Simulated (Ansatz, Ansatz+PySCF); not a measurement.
```yaml
atoms:
  - { symbol: B, position_ang: [0.0000, 0.0000, -1.3364] }
  - { symbol: C, position_ang: [0.0000, 0.0000, 0.1827] }
  - { symbol: O, position_ang: [0.0000, 0.0000, 1.3146] }
  - { symbol: H, position_ang: [0.0000, -1.1811, -1.6437] }
  - { symbol: H, position_ang: [-1.0229, 0.5906, -1.6437] }
  - { symbol: H, position_ang: [1.0229, 0.5906, -1.6437] }
```

RHF on singlet CH₃BO was run in several spherical basis sets with Ansatz (development build ahead of 0.2.0).

(1) Rank the basis sets by the total energy that they give, lowest first, with the distance from the lowest.
A. cc-pVDZ
B. def2-SVP
C. def2-TZVP
D. 6-31G(d)
E. cc-pVTZ

Answers

(1) C (0.00 eV), E (0.14 eV), A (1.22 eV), D (1.61 eV), B (4.56 eV).

Totals follow the description of the cores as much as that of the bonds, so this order isn't one of quality for chemistry.
